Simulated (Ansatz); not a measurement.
## C3H6N2, SMILES C#CNCN: a ranking of conformers

Program: the Ansatz DFT code, driven from Python.

`conformers_c3h6n2.py`:
```python
import ansatz as az
from rdkit import Chem
from rdkit.Chem import AllChem

rd = Chem.AddHs(Chem.MolFromSmiles('C#CNCN'))
ids = list(AllChem.EmbedMultipleConfs(rd, numConfs=20, randomSeed=514, pruneRmsThresh=0.4))
field = [energy for _, energy in AllChem.MMFFOptimizeMoleculeConfs(rd)]
distinct = {round(e, 2): i for i, e in zip(ids, field)}
chosen = sorted(distinct.items())[:4]
found = []
for force_field, index in chosen:
    system = az.Crystal.molecule()
    for atom, xyz in zip(rd.GetAtoms(), rd.GetConformer(index).GetPositions()):
        system = system.atom(atom.GetSymbol(), xyz.round(5).tolist())
    model = system.calculation()
    model = model.basis(gaussian='cc-pVDZ')
    model = model.functional('PBE0')
    found.append(model.run(threads=1, pin='off').report['free_energy_ev'])
print('conformer   MMFF (kcal/mol)   this level (eV)')
for (force_field, index), e in zip(chosen, found):
    print(f'{index:9d} {force_field - chosen[0][0]:17.2f} {(e - min(found)):17.3f}')
```

`python conformers_c3h6n2.py` gives:
```text
conformer   MMFF (kcal/mol)   this level (eV)
        1              0.00             0.000
        2              0.80             0.039
```

The conformers keep their force-field geometries. Wall time of the script: 7.1 s on 1 thread of Arm Neoverse V1, on a shared host, peak memory 0.29 GiB.
